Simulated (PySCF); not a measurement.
PySCF single point, B3LYP/6-31G*, density fitting, IEF-PCM implicit water (electrostatics alone), on allene, C3H4 (SMILES C=C=C), charge 0, multiplicity 1.

```python
from pyscf import gto, scf, dft
mol = gto.M(atom='''
C     -1.292741    -0.000544     0.001820
C      0.000869     0.003233     0.001823
C      1.294418     0.002263     0.002003
H     -1.858254    -0.702229    -0.590026
H     -1.861934     0.702229     0.588817
H      1.861481    -0.590126     0.701815
H      1.861934     0.589421    -0.701815
''', basis='6-31G*', charge=0, spin=0, verbose=3)
mf = dft.RKS(mol, xc='B3LYP')
mf = mf.density_fit()
mf = mf.PCM()
mf.with_solvent.method = 'IEF-PCM'
mf.with_solvent.eps = 78.4
mf.max_cycle = 100
e = mf.kernel()
print('converged', mf.converged)
print('E_total', e)
print('nao', mol.nao)
print('HOMO', mf.mo_energy[mf.mo_occ > 0].max())
mf.dip_moment()
```

Output:

```

WARN: PCM is an experimental feature. It is still in testing.
Features and APIs may be changed in the future.

converged SCF energy = -116.656939353826
converged True
E_total -116.65693935382555
nao 50
HOMO -0.2651189708920984
Dipole moment(X, Y, Z, Debye):  0.00016, -0.00327, -0.00789
```

The total energy is -3174.40 eV, -0.07 eV from the same level's vacuum run.
